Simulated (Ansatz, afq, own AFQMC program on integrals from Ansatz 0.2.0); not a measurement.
# B₂H₂, singlet → B$_{2}$H$_{2}$⁺, doublet

| atom | x (Å) | y (Å) | z (Å) |
| --- | --- | --- | --- |
| B | 0.0000 | 0.0000 | 0.7529 |
| B | 0.0000 | 0.0000 | -1.0096 |
| H | 0.0000 | 1.0240 | 1.3765 |
| H | 0.0000 | -1.0240 | 1.3765 |

Connectivity, by distances: BH2–B.

E(doublet, charge +1) − E(singlet, charge +0) at this geometry, on RHF and UHF determinants.

Basis 6-31G. Noble-gas cores (and the filled d shells of Ga–Kr and In–Xe) are frozen. Ansatz 0.2.0 and our own AFQMC program on the same integrals; the CISD trial comes from CCSD amplitudes, and released means the phaseless constraint is let go. Uncertainties: one standard error, sampling alone. The errors of all members are added in quadrature.

Full CI on the same integrals is exact in this basis and with this determinant's frozen core.

Errors are counted within 6-31G, not against nature.

Cautions: B₂H₂ (singlet): another spin lies lower, restricted determinant unstable towards unrestricted (UHF 598 meV lower, ⟨S²⟩ 0.84), the ph-AFQMC/HF walk drifts between its halves (2.3 errors), CCSDTQ on the UHF determinant differs (489 meV lower), perhaps since the unrestricted series falls towards higher spin.

Reference (full CI): 751.1 kJ/mol.

```csv
level,vertical ionization energy (kJ/mol),error against FCI (kJ/mol)
HF,682.9,-68.2
MP2,727.6,-23.5
CCSD,749.3,-1.8
CCSD(T),750.5,-0.6
CCSDT,750.6,-0.4
CCSDT(Q),750.8,-0.2
CCSDTQ,751.0,0.0
ph-AFQMC/HF,764.8 ± 4.0,13.8 ± 4.0
```

Correlation beyond CCSD(T) adds 0.6 kJ/mol. The perturbative (T) step is worth +1.2 kJ/mol.

CCSDT and higher add their correlation energy to the determinant of the CCSD(T) run, since their own runs factorise the integrals more tightly (a shift of under 2 meV). A walk keeps the symmetry of its determinant, which the program's search chose and which needn't be the lowest solution, so a lower state of the same spin and another symmetry isn't excluded.
